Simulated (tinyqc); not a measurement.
Worked calculation: CIS on RHF in the sto-3g basis, frozen core, for HF, spin multiplicity 1. One step of it, computed by the program tinyqc.

Task: CIS matrix, singlets. A(ia,jb) = (e_a - e_i) d_ij d_ab + 2 (ia|jb) - (ij|ab).

orbital energies (hartree): MO1 -25.915245, MO2 -1.432167, MO3 -0.532902, MO4 -0.462012, MO5 -0.462012, MO6 0.472101

Two-electron integrals over orbitals (pq|rs), unique and non-zero (hartree); the lowest 1 orbital is frozen and left out:
```
p,q,r,s,(pq|rs)
2,2,2,2,0.862772
3,2,2,2,-0.037676
3,2,3,2,0.147912
3,3,2,2,0.724283
3,3,3,2,-0.028801
3,3,3,3,0.717003
4,2,4,2,0.185677
4,3,4,2,-0.035373
4,3,4,3,0.040800
4,4,2,2,0.887168
4,4,3,2,-0.074059
4,4,3,3,0.714671
4,4,4,4,0.997514
5,2,5,2,0.185677
5,3,5,2,-0.035373
5,3,5,3,0.040800
5,4,5,4,0.053770
5,5,2,2,0.887168
5,5,3,2,-0.074059
5,5,3,3,0.714671
5,5,4,4,0.889973
5,5,5,5,0.997514
6,2,2,2,-0.107571
6,2,3,2,-0.063237
6,2,3,3,-0.027662
6,2,4,4,-0.105543
6,2,5,5,-0.105543
6,2,6,2,0.093171
6,3,2,2,-0.203569
6,3,3,2,0.090457
6,3,3,3,-0.107400
6,3,4,4,-0.222544
6,3,5,5,-0.222544
6,3,6,2,0.047161
6,3,6,3,0.205829
6,4,4,2,-0.035353
6,4,4,3,-0.019051
6,4,6,4,0.030229
6,5,5,2,-0.035353
6,5,5,3,-0.019051
6,5,6,5,0.030229
6,6,2,2,0.659779
6,6,3,2,0.058036
6,6,3,3,0.662261
6,6,4,4,0.638524
6,6,5,5,0.638524
6,6,6,2,-0.060914
6,6,6,3,-0.020419
6,6,6,6,0.696547
```

Give: CIS matrix A, singlet.

Result:

CIS matrix A, singlet (hartree), lower triangle:
```
,2>6,3>6,4>6,5>6
2>6,1.431
3>6,0.036,0.754
4>6,0.000,0.000,0.356
5>6,0.000,0.000,0.000,0.356
```
